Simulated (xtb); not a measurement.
# C2H6S (ethanethiol): GFN2-xTB

Aim: a structure relaxation of C2H6S (ethanethiol). 

The calculation is run with xtb 6.7.1 later snapshot.

2 further runs of the same task are left out: 2 set aside as unsound or not needed.

## 1. The structure to begin with

The species is C2H6S (9 atoms), meant as a singlet with charge 0. SMILES: `CCS`. All atoms were displaced at random from a relaxed shape. The run starts from this shape.

Bond lengths: C1–C2 1.524 Å, C2–S3 1.885 Å, C1–H4 0.940 Å, C1–H5 0.886 Å, C1–H6 1.127 Å, C2–H7 1.125 Å, C2–H8 1.087 Å, S3–H9 1.267 Å. Some angles: C1–C2–S3 110.3°, C1–C2–H7 111.3°, C1–C2–H8 120.8°, S3–C2–H7 102.4°, S3–C2–H8 96.3°, C2–C1–H4 111.0°, C2–C1–H5 105.9°, C2–C1–H6 112.2°, C2–S3–H9 101.4°, H7–C2–H8 113.1°.

## 2. A structure relaxation at GFN2-xTB

xtb.inp

```
$opt
   hessian=lindh-d2
$end
```

geom.xyz

```xyz
9

C     -0.750320     0.375200    -0.627270
C      0.623310    -0.141150    -0.215680
S      0.514510    -1.038280     1.438830
H     -1.376060    -0.324940    -0.662030
H     -0.642480     0.743060    -1.426440
H     -1.162770     1.122850     0.108980
H      0.978210    -0.953000    -0.908800
H      1.412530     0.547500     0.073340
H      0.192500    -0.090790     2.215930
```

On the command line:

```console
$ xtb geom.xyz -I xtb.inp --opt normal | tee out.txt
```

Q: Predict the results. Wanted: total energy at the end; dipole moment; HOMO energy; LUMO energy; HOMO–LUMO gap; dispersion energy; mean polarisability.

Answer, from the run:

Level: GFN2-xTB.

| quantity | value |
| --- | --- |
| total energy at the end | -10.57827 Eh |
| dipole moment | 2.48 D |
| HOMO energy | -10.06 eV |
| LUMO energy | -5.49 eV |
| HOMO–LUMO gap | 4.56 eV |
| dispersion energy | -9.99 kJ/mol |
| mean polarisability (D4 model) | 47.9 bohr³ |

What this shows: At the final geometry: Bond lengths: C1–C2 1.516 Å, C2–S3 1.830 Å, C1–H4 1.087 Å, C1–H5 1.088 Å, C1–H6 1.089 Å, C2–H7 1.090 Å, C2–H8 1.090 Å, S3–H9 1.332 Å. Some angles: C1–C2–S3 112.2°, C1–C2–H7 111.2°, C1–C2–H8 111.7°, S3–C2–H7 104.5°, S3–C2–H8 107.8°, C2–C1–H4 110.5°, C2–C1–H5 109.8°, C2–C1–H6 110.8°, C2–S3–H9 96.1°, H7–C2–H8 109.0°. The optimisation took 8 steps and changed the energy by -1.818 eV. Mulliken charges run from -0.29 on S3 to +0.16 on H9.
